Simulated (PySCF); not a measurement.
**CH+: from the state search to spectroscopic constants**

The task here is to estimate one member of a computed series from the others.

The runs use PySCF 2.14.0; H def2-SVP, C def2-SVP, no relativity.

The first run:

The job is set up so:

```
atoms                         : H, C
charge                        : 1
basis                         : H def2-SVP, C def2-SVP
Hamiltonian                   : no relativity
basis functions               : 19
electrons treated             : 6
masses in u                   : 1.0078, 12.0000
levels                        : PBE0, PBE, r²SCAN, BHandHLYP, BP86, TPSS, HF, MP2, SCS-MP2, CCSD, CCSD(T)
grid                          : 80 radial by 434 angular points
occupations                   : held fixed by the projection of orbital angular momentum
dissociation limit            : H + C+, each in its ground configuration
starting distance in angstrom : 1.130
values of 2S to try           : 0, 2
```

Run with:

```
$ OMP_NUM_THREADS=1 python dia.py task.json out
```

Steps of the session up to this table: The job; First curve: PBE0; Higher solutions at PBE0; PBE (GGA); r²SCAN; BHandHLYP (global hybrid GGA); BP86 (GGA); TPSS (meta-GGA); RHF; Correlated methods on the Hartree–Fock reference.

One of the session's tables, all rows but one given; the rest of the session is left out.

Energy (eV) from each level's lowest point:

```
R (Å)    RHF  RHF-MP2  RHF-SCS-MP2  RHF-CCSD  RHF-CCSD(T)
0.987  0.371    0.418        0.424       n/a          n/a
1.033  0.142    0.171        0.175     0.191        0.193
1.079  0.027    0.039        0.041     0.051        0.052
1.114  0.000    0.000        0.000     0.005        0.006
1.148      ?        ?            ?         ?            ?
1.182  0.064    0.038        0.034     0.028        0.027
1.228  0.172    0.127        0.122     0.107        0.105
1.286  0.359    0.291        0.283     0.254        0.250
1.355  0.636    0.539        0.527     0.479        0.474
1.446  1.060    0.922        0.904       n/a          n/a
```

Q: Estimate the row for R (Å) = 1.148 from the others.

Worked estimate for «RHF». A straight line through the neighbours (1.114, 0.000) and (1.182, 0.064) gives 0.000 + (0.064 − 0.000) × (1.148 − 1.114) / (1.182 − 1.114) = 0.032; a parabola fitted to 4 rows on both sides gives 0.016.

**Answer.** RHF: 0.015; RHF-MP2: 0.002; RHF-SCS-MP2: 0.000; RHF-CCSD: 0.000; RHF-CCSD(T): 0.000. In «RHF» the line misses by +0.017 and the parabola by +0.001.

State 2 has its PBE0 minimum 0.59 eV higher. The other levels ran on the lowest alone.
